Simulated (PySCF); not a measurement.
A GIAO shielding run with PySCF 2.14 (density fitting, non-relativistic, gas phase) on `OC/C=N/[H]`, C$_{2}$H$_{5}$NO:

```
{"job": {"kind": "nmr", "xc": "PBE", "basis": "pcSseg-2", "pop": false}, "charge": 0, "multiplicity": 1}
N      1.566661     0.122207    -0.030466
C      0.770155    -0.858880     0.051388
C     -0.684976    -0.601793    -0.197143
O     -0.926666     0.726060    -0.485619
H      2.537306    -0.136931     0.151765
H      1.068830    -1.895545     0.293312
H     -1.011637    -1.273115    -1.020417
H     -1.247781    -0.942760     0.698273
H     -0.048082     1.147668    -0.450882
```

Hardware: 1 thread of an x86-64 server CPU, shared host.

Q: How large is the calculation?

A: 32 electrons, 214 basis functions and 554 auxiliary functions.

Q: How long does it take?

A: 28 s of wall time, with 15 SCF cycles. Times on a shared host scatter by some tens of per cent.

Q: And these other runs on the same molecule and hardware: GIAO shielding at PBE0/pcSseg-1; spin–spin coupling at B3LYP/pcJ-1?

A: PBE0/pcSseg-1: 93 functions, 5.6 s; B3LYP/pcJ-1: 158 functions, 13 s.
